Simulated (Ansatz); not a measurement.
# Ammonia (NH3): up Jacob's ladder to CCSD(T), part 2 of 2

Ansatz 0.2.0, Gaussian basis; functionals in def2-TZVPP, the program's frozen cores in correlated methods. The steps go on from the part before.

### Step 16. ωB97X-V (range-separated)

Contents of in.yaml:

```yaml
crystal:
  periodic: [false, false, false]
  atoms:
    - {symbol: N, position_ang: [-0.069913, 0.249466, 0.110932]}
    - {symbol: H, position_ang: [0.490471, -0.301815, 0.749177]}
    - {symbol: H, position_ang: [-0.887479, -0.301945, -0.118911]}
    - {symbol: H, position_ang: [0.466922, 0.354284, -0.741198]}
basis:
  gaussian: {orbitals: def2-TZVPP}
hamiltonian: {xc: {name: wB97X-V}}
output: {orbitals: {seedname: orbitals}}
```

Command:

```console
$ ansatz run in.yaml --threads 2 --pin off --events-out ev --progress --plain --max-ram 32768MiB --backend cpu
```

What it wrote, cut to the lines that bear on the results:

```text
Functional definition: wB97X-V
  name "wB97X-V"
  cite "Mardirossian & Head-Gordon, Phys. Chem. Chem. Phys. 16, 9904 (2014) doi:10.1039/C3CP54374A"
  cite "Becke, J. Chem. Phys. 107, 8554 (1997) doi:10.1063/1.475007"
  cite "Vydrov & Van Voorhis, J. Chem. Phys. 133, 244103 (2010) doi:10.1063/1.3521275"
[...]
      + integral(e_c_pw_opposite_spin*poly(b97_u_opposite, cos0, cos1)) + vv10(b, c)
332 factors; their error is unknown
93 factors; integrals over basis functions are off by at most 7.2e-6 eV
[...]
mean field -1539.14323501 eV, -56.5624706179 hartree, gradient 1.3e-5 eV, S^2 0.000000; 0 other end points of the search recorded, 0 dependent functions left out
reference -1539.14323391 eV, -56.5624705774 hartree; 5, 5 occupied and 68, 68 virtual orbitals, 332 factors
Total energy: -1539.14323391 eV, -56.5624705774 hartree
```

It took 1.5 s on 2 threads, shared host.

With the free atoms at this level, -1526.226 eV in sum, the atomisation energy is 1246.3 kJ/mol. HOMO -10.17 eV, LUMO 2.88 eV.

### Step 17. ωB97M-V (range-separated)

in.yaml, as its differences from that of step 16:

```diff
@@ -9,3 +9,3 @@
   gaussian: {orbitals: def2-TZVPP}
-hamiltonian: {xc: {name: wB97X-V}}
-output: {orbitals: {seedname: orbitals}}
+hamiltonian: {xc: {name: wB97M-V}}
+output: {forces: true, orbitals: {seedname: orbitals}}
```

Launched as before.

What it wrote, cut to the lines that bear on the results:

```text
Functional definition: wB97M-V
  name "wB97M-V"
  cite "Mardirossian & Head-Gordon, J. Chem. Phys. 144, 214110 (2016) doi:10.1063/1.4952647"
  cite "Becke, J. Chem. Phys. 107, 8554 (1997) doi:10.1063/1.475007"
  cite "Vydrov & Van Voorhis, J. Chem. Phys. 133, 244103 (2010) doi:10.1063/1.3521275"
  # Of w^i u^j: cxij and so on, Table III.
[...]
  gx(w, u) = 1 - cx + cx01*u + cx10*w
  gss(w, u) = css00 + css04*u^4 + css10*w + css20*w^2 + css43*w^4*u^3
  gos(w, u) = cos00 + cos10*w + (cos20 + cos21*u)*w^2 + (cos60 + cos61*u)*w^6
[...]
      + integral(e_c_pw_mod_opposite_spin*gos(b97_w_opposite, b97_u_opposite)) + vv10(b, c)
332 factors; their error is unknown
93 factors; integrals over basis functions are off by at most 7.2e-6 eV
[...]
mean field -1538.84211096 eV, -56.5514045133 hartree, gradient 1.5e-5 eV, S^2 0.000000; 0 other end points of the search recorded, 0 dependent functions left out
[...]
reference -1538.84213784 eV, -56.5514055009 hartree; 5, 5 occupied and 68, 68 virtual orbitals, 332 factors
Total energy: -1538.84213784 eV, -56.5514055009 hartree
Atom 0 at    -0.069913     0.249466     0.110932 Å, force     0.004030    -0.013584    -0.006361 eV/Å
Atom 1 at     0.490471    -0.301815     0.749177 Å, force    -0.024611     0.015339    -0.036963 eV/Å
Atom 2 at    -0.887479    -0.301945    -0.118911 Å, force     0.044023     0.015371     0.006198 eV/Å
Atom 3 at     0.466922     0.354284    -0.741198 Å, force    -0.023443    -0.017126     0.037127 eV/Å
Dipole moment:     0.083130    -0.296645    -0.131907 e Å
```

Run time: 1.4 s. Hardware: 2 threads, shared host.

Atomisation energy: 1251.0 kJ/mol (free atoms -1525.877 eV, run apart). HOMO -10.07 eV, LUMO 2.38 eV.

### Step 18. B2PLYP (double hybrid)

in.yaml, as its differences from that of step 17:

```diff
@@ -9,3 +9,2 @@
   gaussian: {orbitals: def2-TZVPP}
-hamiltonian: {xc: {name: wB97M-V}}
-output: {forces: true, orbitals: {seedname: orbitals}}
+hamiltonian: {xc: {name: B2PLYP}}
```

The command is unchanged.

What it wrote, cut to the lines that bear on the results:

```text
Functional definition: B2PLYP
  name "B2PLYP"
  cite "Grimme, J. Chem. Phys. 124, 034108 (2006) doi:10.1063/1.2148954"
  cite "Becke, Phys. Rev. A 38, 3098 (1988) doi:10.1103/PhysRevA.38.3098"
  cite "Lee, Yang & Parr, Phys. Rev. B 37, 785 (1988) doi:10.1103/PhysRevB.37.785"
[...]
416 factors; integrals over basis functions are off by at most 1.1e-3 eV
[...]
mean field -1536.38012413 eV, -56.4609281660 hartree, gradient 8.4e-6 eV, S^2 0.000000; 0 other end points of the search recorded, 0 dependent functions left out
1 core orbitals not correlated: weight in the atoms' cores, before any rotation towards them, 1.000 or more for the frozen orbitals, at most 0.000 for the correlated occupied ones
reference -1536.38021436 eV, -56.4609314817 hartree; 4, 4 occupied and 68, 68 virtual orbitals, 416 factors
second order -7.62103754 eV of doubles, -0.00000000 eV of singles
Total energy: -1538.43789449 eV, -56.5365498320 hartree
```

Wall time 0.71 s (2 threads, shared host).

Atomisation energy: 1237.7 kJ/mol (free atoms -1525.610 eV, run apart).

### Step 19. PBE-QIDH (double hybrid)

in.yaml, as its differences from that of step 18:

```diff
@@ -9,2 +9,2 @@
   gaussian: {orbitals: def2-TZVPP}
-hamiltonian: {xc: {name: B2PLYP}}
+hamiltonian: {xc: {name: PBE-QIDH}}
```

Same command.

What it wrote, cut to the lines that bear on the results:

```text
Functional definition: PBE-QIDH
  name "PBE-QIDH"
  cite "Brémond, Sancho-García, Pérez-Jiménez & Adamo, J. Chem. Phys. 141, 031101 (2014) doi:10.1063/1.4890314"
  cite "Perdew, Burke & Ernzerhof, Phys. Rev. Lett. 77, 3865 (1996) doi:10.1103/PhysRevLett.77.3865"
[...]
416 factors; integrals over basis functions are off by at most 1.1e-3 eV
[...]
mean field -1535.33271594 eV, -56.4224366249 hartree, gradient 2.2e-6 eV, S^2 0.000000; 0 other end points of the search recorded, 0 dependent functions left out
1 core orbitals not correlated: weight in the atoms' cores, before any rotation towards them, 1.000 or more for the frozen orbitals, at most 0.000 for the correlated occupied ones
reference -1535.33272271 eV, -56.4224368735 hartree; 4, 4 occupied and 68, 68 virtual orbitals, 416 factors
second order -7.10230423 eV of doubles, -0.00000000 eV of singles
Total energy: -1537.70015745 eV, -56.5094384957 hartree
```

It took 0.76 s on 2 threads, shared host.

Atomisation energy: 1215.0 kJ/mol (free atoms -1525.108 eV, run apart).

### Step 20. Orbital energies across the functionals

Dipoles come from the runs that computed forces. Levels, from each run's orbital file:

| functional | HOMO (eV) | LUMO (eV) | gap (eV) | dipole (D) |
| --- | --- | --- | --- | --- |
| LDA (SPW92) | -6.06 | 0.21 | 6.27 |  |
| PBE-D4 | -5.96 | 0.23 | 6.19 | 1.57 |
| revPBE-D4 | -5.92 | 0.23 | 6.15 |  |
| BLYP-D4 | -5.87 | 0.11 | 5.99 |  |
| r2SCAN-D4 | -6.32 | 1.20 | 7.52 | 1.59 |
| B97M-V | -6.46 | 0.49 | 6.94 |  |
| PBE0-D4 | -7.58 | 1.03 | 8.62 |  |
| B3LYP-D4 | -7.33 | 0.62 | 7.94 | 1.60 |
| r2SCANh-D4 | -6.92 | 1.41 | 8.33 |  |
| r2SCAN0-D4 | -7.83 | 1.70 | 9.53 |  |
| HSE06-D4 | -7.17 | 0.67 | 7.84 |  |
| BHLYP-D4 | -9.13 | 1.54 | 10.67 |  |
| CAM-B3LYP-D4 | -9.11 | 1.71 | 10.82 |  |
| LC-ωPBE | -10.58 | 3.04 | 13.62 |  |
| ωB97X-V | -10.17 | 2.88 | 13.06 |  |
| ωB97M-V | -10.07 | 2.38 | 12.45 | 1.61 |

### Step 21. CCSD(T) in def2-SVP

in.yaml, as its differences from that of step 19:

```diff
@@ -8,3 +8,3 @@
 basis:
-  gaussian: {orbitals: def2-TZVPP}
-hamiltonian: {xc: {name: PBE-QIDH}}
+  gaussian: {orbitals: def2-SVP}
+correlation: {method: ccsd_t}
```

The command is unchanged.

What it wrote, cut to the lines that bear on the results:

```text
Functional definition: HF
  name "HF"
  cite "Fock, Z. Phys. 61, 126 (1930) doi:10.1007/BF01340294"
  parent pbe
[...]
302 factors; integrals over basis functions are off by at most 1.0e-3 eV
[...]
mean field -1527.88537898 eV, -56.1487520397 hartree, gradient 1.4e-6 eV, S^2 0.000000; 0 other end points of the search recorded, 0 dependent functions left out
1 core orbitals not correlated: weight in the atoms' cores, before any rotation towards them, 1.000 or more for the frozen orbitals, at most 0.000 for the correlated occupied ones
reference -1527.88537898 eV, -56.1487520397 hartree; 4, 4 occupied and 24, 24 virtual orbitals, 302 factors
second order -5.07054039 eV of doubles, -0.00000000 eV of singles
cycle   1  -5.36764856 eV  change   -3.0e-1 eV  update   3.6e-2
[...]
cycle   9  -5.50481325 eV  change    1.5e-7 eV  update   1.1e-6
perturbative correction -0.10387645 eV, -0.0038173892 hartree
Total energy: -1533.49406869 eV, -56.3548675846 hartree
```

Wall time 0.3 s (2 threads, shared host).

### Step 22. CCSD(T) in def2-TZVPP

in.yaml, as its differences from that of step 21:

```diff
@@ -8,3 +8,4 @@
 basis:
-  gaussian: {orbitals: def2-SVP}
+  gaussian: {orbitals: def2-TZVPP}
 correlation: {method: ccsd_t}
+output: {orbitals: {seedname: orbitals}}
```

The command is unchanged.

What it wrote, cut to the lines that bear on the results:

```text
Functional definition: HF
  name "HF"
  cite "Fock, Z. Phys. 61, 126 (1930) doi:10.1007/BF01340294"
  parent pbe
[...]
416 factors; integrals over basis functions are off by at most 1.1e-3 eV
[...]
mean field -1529.85250945 eV, -56.2210427512 hartree, gradient 4.0e-6 eV, S^2 0.000000; 0 other end points of the search recorded, 0 dependent functions left out
1 core orbitals not correlated: weight in the atoms' cores, before any rotation towards them, 1.000 or more for the frozen orbitals, at most 0.000 for the correlated occupied ones
reference -1529.85250945 eV, -56.2210427512 hartree; 4, 4 occupied and 68, 68 virtual orbitals, 416 factors
second order -6.38828771 eV of doubles, -0.00000000 eV of singles
cycle   1  -6.57734283 eV  change   -1.9e-1 eV  update   3.9e-2
[...]
cycle   9  -6.72923527 eV  change    3.4e-6 eV  update   2.3e-6
perturbative correction -0.20702027 eV, -0.0076078546 hartree
Total energy: -1536.78876499 eV, -56.4759454406 hartree
```

It took 0.91 s on 2 threads, shared host.

### Step 23. CCSD(T) in def2-QZVPP

in.yaml, as its differences from that of step 22:

```diff
@@ -8,4 +8,3 @@
 basis:
-  gaussian: {orbitals: def2-TZVPP}
+  gaussian: {orbitals: "def2-QZVPP.json"}
 correlation: {method: ccsd_t}
-output: {orbitals: {seedname: orbitals}}
```

The command is unchanged.

What it wrote, cut to the lines that bear on the results:

```text
Functional definition: HF
  name "HF"
  cite "Fock, Z. Phys. 61, 126 (1930) doi:10.1007/BF01340294"
  parent pbe
[...]
868 factors; integrals over basis functions are off by at most 8.1e-4 eV
[...]
mean field -1529.94360063 eV, -56.2243902902 hartree, gradient 8.6e-6 eV, S^2 0.000000; 0 other end points of the search recorded, 0 dependent functions left out
1 core orbitals not correlated: weight in the atoms' cores, before any rotation towards them, 1.000 or more for the frozen orbitals, at most 0.000 for the correlated occupied ones
reference -1529.94360063 eV, -56.2243902902 hartree; 4, 4 occupied and 142, 142 virtual orbitals, 868 factors
second order -6.84234173 eV of doubles, -0.00000000 eV of singles
cycle   1  -6.94207939 eV  change   -1.0e-1 eV  update   4.1e-2
[...]
cycle   9  -7.10348987 eV  change    2.1e-6 eV  update   3.8e-6
perturbative correction -0.23806544 eV, -0.0087487435 hartree
Total energy: -1537.28515594 eV, -56.4941874715 hartree
```

Run time: 8 s. Hardware: 2 threads, shared host; peak memory 0.93 GiB.

The pieces so far (eV):

| basis | HF | MP2 correlation | CCSD correlation | (T) | total |
| --- | --- | --- | --- | --- | --- |
| def2-SVP | -1527.8854 | -5.0705 | -5.5048 | -0.1039 | -1533.4941 |
| def2-TZVPP | -1529.8525 | -6.3883 | -6.7292 | -0.2070 | -1536.7888 |
| def2-QZVPP | -1529.9436 | -6.8423 | -7.1035 | -0.2381 | -1537.2852 |

The report of the def2-TZVPP run gives T1 = 0.0065.

### Step 24. From triple and quadruple zeta to the limit

This step is arithmetic on the last runs, with X = 3 and 4: exp(−7.88√X) for Hartree-Fock, X^−2.97 for correlation.

| level | energy at the limit (eV) |
| --- | --- |
| HF | -1529.9561 |
| MP2 | -1537.1348 |
| CCSD | -1537.3369 |
| CCSD(T) | -1537.5979 |

### Step 25. RPA on PBE orbitals

in.yaml, as its differences from that of step 23:

```diff
@@ -8,3 +8,4 @@
 basis:
-  gaussian: {orbitals: "def2-QZVPP.json"}
-correlation: {method: ccsd_t}
+  gaussian: {orbitals: def2-TZVPP}
+hamiltonian: {xc: pbe}
+correlation: {method: rpa}
```

Same command.

What it wrote:

```text
Functional definition: PBE
  name "PBE"
  cite "Perdew, Burke & Ernzerhof, Phys. Rev. Lett. 77, 3865 (1996) doi:10.1103/PhysRevLett.77.3865"
  parent pbe
  parameter kappa = 0.804
  parameter beta = 0.06672455060314922
  exchange = pbe_x(kappa = kappa, mu = beta*pi^2/3)
  correlation = pbe_c(beta = beta)
416 factors; integrals over basis functions are off by at most 1.1e-3 eV
mean field evaluation 1: about -1529.5764 eV, gradient 6.7e1 eV
mean field evaluation 2: about -1529.5750 eV, gradient 6.7e1 eV
mean field evaluation 4: about -1537.5169 eV, gradient 9.6e0 eV
mean field evaluation 8: about -1537.7315 eV, gradient 2.6e-2 eV
mean field -1537.73151513 eV, -56.5105908691 hartree, gradient 7.2e-6 eV, S^2 0.000000; 0 other end points of the search recorded, 0 dependent functions left out
1 core orbitals not correlated: weight in the atoms' cores, before any rotation towards them, 1.000 or more for the frozen orbitals, at most 0.000 for the correlated occupied ones
reference -1529.64067149 eV, -56.2132578494 hartree; 4, 4 occupied and 68, 68 virtual orbitals, 416 factors
Total energy: -1540.11755289 eV, -56.5982761394 hartree
```

Wall time 0.86 s (2 threads, shared host).

RPA correlation: -10.477 eV. No RPA run of the hydrogen atom was made, so RPA has no atomisation energy below.

### Step 26. Atomisation energies

Atomisation energy = energies of 1 N, 3 H (separate runs, same level) minus the molecule's; electronic only, no spin-orbit term.

Differences are taken before rounding.

| method | rung | atoms, summed (eV) | atomisation energy (kJ/mol) | from CCSD(T)/CBS (kJ/mol) | time |
| --- | --- | --- | --- | --- | --- |
| LDA (SPW92) | LDA | -1512.017 | 1406.0 | +159.1 | 0.36 s |
| PBE-D4 | GGA | -1524.681 | 1260.3 | +13.4 | 0.5 s |
| revPBE-D4 | GGA | -1526.561 | 1232.4 | -14.5 | 0.41 s |
| BLYP-D4 | GGA | -1526.070 | 1260.6 | +13.7 | 0.51 s |
| r2SCAN-D4 | meta-GGA | -1526.036 | 1228.4 | -18.5 | 0.96 s |
| B97M-V | meta-GGA | -1526.535 | 1240.1 | -6.9 | 1.4 s |
| PBE0-D4 | hybrid | -1525.115 | 1231.8 | -15.2 | 0.61 s |
| B3LYP-D4 | hybrid | -1526.843 | 1257.2 | +10.3 | 0.61 s |
| r2SCANh-D4 | hybrid | -1526.038 | 1220.5 | -26.5 | 0.86 s |
| r2SCAN0-D4 | hybrid | -1526.043 | 1208.9 | -38.1 | 0.86 s |
| HSE06-D4 | hybrid | -1525.014 | 1232.9 | -14.0 | 0.71 s |
| BHLYP-D4 | hybrid | -1526.191 | 1211.4 | -35.5 | 0.61 s |
| CAM-B3LYP-D4 | range-separated | -1525.989 | 1257.1 | +10.2 | 0.66 s |
| LC-ωPBE | range-separated | -1526.159 | 1230.5 | -16.4 | 0.57 s |
| ωB97X-V | range-separated | -1526.226 | 1246.3 | -0.6 | 1.5 s |
| ωB97M-V | range-separated | -1525.877 | 1251.0 | +4.0 | 1.4 s |
| B2PLYP | double hybrid | -1525.610 | 1237.7 | -9.2 | 0.71 s |
| PBE-QIDH | double hybrid | -1525.108 | 1215.0 | -32.0 | 0.76 s |
| HF/def2-TZVPP | wavefunction | -1521.176 | 837.2 | -409.7 |  |
| MP2/def2-TZVPP | wavefunction | -1523.757 | 1204.5 | -42.4 |  |
| CCSD/def2-TZVPP | wavefunction | -1524.194 | 1195.2 | -51.7 |  |
| CCSD(T)/def2-SVP | wavefunction | -1521.649 | 1142.9 | -104.0 | 0.3 s |
| CCSD(T)/def2-TZVPP | wavefunction | -1524.256 | 1209.2 | -37.7 | 0.91 s |
| MP2/CBS | wavefunction | -1524.225 | 1245.6 | -1.3 |  |
| CCSD(T)/CBS | wavefunction | -1524.674 | 1246.9 | 0 | 8.9 s |

Among the levels timed on like hardware and quicker than the yardstick, those that no quicker one beats, quickest first: CCSD(T)/def2-SVP (0.3 s, -104.0 kJ/mol); revPBE-D4 (0.41 s, -14.5 kJ/mol); PBE-D4 (0.5 s, +13.4 kJ/mol); B3LYP-D4 (0.61 s, +10.3 kJ/mol); CAM-B3LYP-D4 (0.66 s, +10.2 kJ/mol); B2PLYP (0.71 s, -9.2 kJ/mol); ωB97M-V (1.4 s, +4.0 kJ/mol); ωB97X-V (1.5 s, -0.6 kJ/mol). Runs this short are mostly start-up, so their order is noise.

LDA (SPW92), LC-ωPBE, B2PLYP, PBE-QIDH carry no dispersion term (for B3LYP, D4 adds 1.7 kJ/mol).

Times are those of the molecule's run; HF, MP2 and CCSD come out of the CCSD(T) runs, and the limit's time is the sum of the runs that it needs.

### Step 27. From atomisation energies to enthalpies of formation

The vibrations of an earlier PBE0-D4 run give H(298) − E = 100.5 kJ/mol for the molecule; each atom carries 5/2 RT. With the gaseous atoms' enthalpies of formation (N 472.435, H 217.998 kJ/mol, Active Thermochemical Tables 1.112), ΔfH = Σ atoms − (atomisation energy − 75.8 kJ/mol). Measured: -45.558 kJ/mol (298.15 K; Active Thermochemical Tables 1.112).

| method | ΔfH(298) (kJ/mol) | from the measured (kJ/mol) |
| --- | --- | --- |
| LDA (SPW92) | -203.8 | -158.2 |
| PBE-D4 | -58.1 | -12.5 |
| revPBE-D4 | -30.2 | +15.4 |
| BLYP-D4 | -58.4 | -12.8 |
| r2SCAN-D4 | -26.2 | +19.4 |
| B97M-V | -37.9 | +7.7 |
| PBE0-D4 | -29.6 | +16.0 |
| B3LYP-D4 | -55.0 | -9.4 |
| r2SCANh-D4 | -18.3 | +27.3 |
| r2SCAN0-D4 | -6.7 | +38.9 |
| HSE06-D4 | -30.7 | +14.9 |
| BHLYP-D4 | -9.2 | +36.4 |
| CAM-B3LYP-D4 | -54.9 | -9.3 |
| ωB97X-V | -44.1 | +1.5 |
| ωB97M-V | -48.8 | -3.2 |
| B2PLYP | -35.5 | +10.1 |
| PBE-QIDH | -12.8 | +32.8 |
| LC-ωPBE | -28.3 | +17.3 |
| HF/def2-TZVPP | +365.0 | +410.6 |
| MP2/def2-TZVPP | -2.3 | +43.3 |
| CCSD/def2-TZVPP | +7.0 | +52.6 |
| CCSD(T)/def2-SVP | +59.3 | +104.9 |
| CCSD(T)/def2-TZVPP | -7.1 | +38.5 |
| MP2/CBS | -43.4 | +2.2 |
| CCSD(T)/CBS | -44.7 | +0.9 |

### Step 28. Summary of results

This closing draws on all 2 parts.

| quantity | value |
| --- | --- |
| atomisation energy, CCSD(T)/CBS | 1246.9 kJ/mol |
| functionals within 6.2 kJ/mol (0.5 %) | ωB97X-V, ωB97M-V |
| farthest beyond LDA | r2SCAN0-D4 (-38.1 kJ/mol) |
| mean size of error, GGA | 13.8 kJ/mol |
| mean size of error, meta-GGA | 12.7 kJ/mol |
| mean size of error, hybrid | 23.2 kJ/mol |
| mean size of error, range-separated | 7.8 kJ/mol |
| mean size of error, double hybrid | 20.6 kJ/mol |
| gap, smallest and largest | 5.99 eV (BLYP-D4), 13.62 eV (LC-ωPBE) |
| T1 diagnostic | 0.0065 |
| triples share of the correlation energy | 3.0 % |

What this shows: The LDA atomisation energy is off by 159.1 kJ/mol (13 %): it overbinds. PBE-D4 is off by +13.4 kJ/mol. Double hybrids carry the basis error of their MP2 part in triple zeta, and no dispersion term here, so their miss is partly the set-up's. Taken by rung, range-separated functionals do best (7.8 kJ/mol on average) and hybrid ones worst beyond LDA (23.2 kJ/mol). The mean of the hybrids holds BHLYP, with half exact exchange. The reference freezes the cores and leaves out relativity and excitations past (T), so misses under about 6.2 kJ/mol can't be ranked. Hartree-Fock recovers 67 % of the binding; the rest is correlation. CCSD(T) in def2-SVP is off by -104.0 kJ/mol, which most functionals beat. The gap grows from 6.0 to 13.6 eV across the functionals, mostly with the share of exact exchange. Against the measured enthalpy of formation, CCSD(T)/CBS is off by +0.9 kJ/mol and PBE-D4 by -12.5 kJ/mol. Left out at every level is anharmonicity, which would lower the calculated values a little; core-valence correlation, missing in the reference, would lower it.

For cost: ωB97X-V gets within 0.6 kJ/mol in 1.5 s, where CCSD(T)/CBS took 8.9 s.
